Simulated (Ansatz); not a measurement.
Reaction (SMILES): FOF + H+ → F[OH+]F
B3LYP-D3(BJ)/def2-TZVP geometries, fixed; electronic energies without zero-point terms; positive where energy is released.
Largest species:
```
O
H 1 1.0167
F 1 1.3894 2 102.86
F 1 1.3894 2 102.86 3 111.25
```
Charge +1, spin multiplicity 1.

Basis-set convergence of the proton affinity at MP2 with Ansatz (an electronic-structure program). Cartesian d functions, on some or all atoms, in 6-31+G*; all else is spherical. Cores are frozen. A restricted Hartree-Fock determinant is unstable towards unrestricted orbitals. The proton sits at the site shown, which need not be the one that binds it best. No added dispersion term, no relativity. Functions are those of the species that has most. Reference: Hartree-Fock in aug-cc-pVQZ plus the correlation part extrapolated as X^-3 from aug-cc-pVTZ and aug-cc-pVQZ, 110.84 kcal/mol, itself unsure by roughly 0.28 kcal/mol (a third of the extrapolation step and of the last Hartree-Fock step). Deviations are taken from unrounded values.

| basis | functions |
|---|---|
| pcseg-0 | 29 |
| pcseg-1 | 47 |
| 6-31+G* | 59 |
| 6-311+G** | 72 |
| aug-cc-pVDZ | 78 |
| 6-311++G(2d,2p) | 91 |
| pcseg-2 | 104 |
| jun-cc-pV(T+d)Z | 131 |
| 6-311++G(3df,3pd) | 135 |
| aug-cc-pVTZ | 161 |
| pcseg-3 | 213 |
| aug-cc-pVQZ | 286 |
| pcseg-4 | 364 |

Task: Which is the smallest set listed that can be trusted to 2 kcal/mol here, that is, within that of the reference together with its larger relatives (same family, alike in diffuse functions; a set with none to test it counts only in the reference's own line)?

Result: The smallest set listed that lies within 2 kcal/mol of the reference with all its larger relatives (same family, alike in diffuse functions; a set with none counts only in the reference's own line) is 6-311+G** (72 functions, -0.79 kcal/mol off). Value minus reference: pcseg-0 -18.28, pcseg-1 -5.03, 6-31+G* -7.41, 6-311+G** -0.79, aug-cc-pVDZ -1.13, 6-311++G(2d,2p) 0.11, pcseg-2 0.53, jun-cc-pV(T+d)Z 0.75, 6-311++G(3df,3pd) 1.47, aug-cc-pVTZ 0.65, pcseg-3 1.11, aug-cc-pVQZ 0.44, pcseg-4 0.51 kcal/mol.
